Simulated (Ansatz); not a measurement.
AlH2F was relaxed with PBE0-D4 (def2-TZVP) in Ansatz in these states: charge +1 doublet, neutral singlet. The geometries follow in no particular order.

A:

Cartesian coordinates in Å:
```
Al 0.132 0.161 -0.144
H -1.314 0.048 0.694
H 0.214 -1.382 0.503
F 0.968 1.174 -1.053
```

B:

Cartesian coordinates in Å:
```
Al -0.001 0.008 -0.055
H -0.139 -1.283 -0.949
H 0.065 1.494 -0.573
F 0.075 -0.219 1.577
```

Question: Judge from the bond lengths which geometry belongs to which state (an estimate).

Answer: A is the charge +1 doublet (Al1–H2 1.675 Å, Al1–H3 1.675 Å, Al1–F4 1.597 Å); B is the neutral singlet (Al1–H2 1.576 Å, Al1–H3 1.576 Å, Al1–F4 1.650 Å).
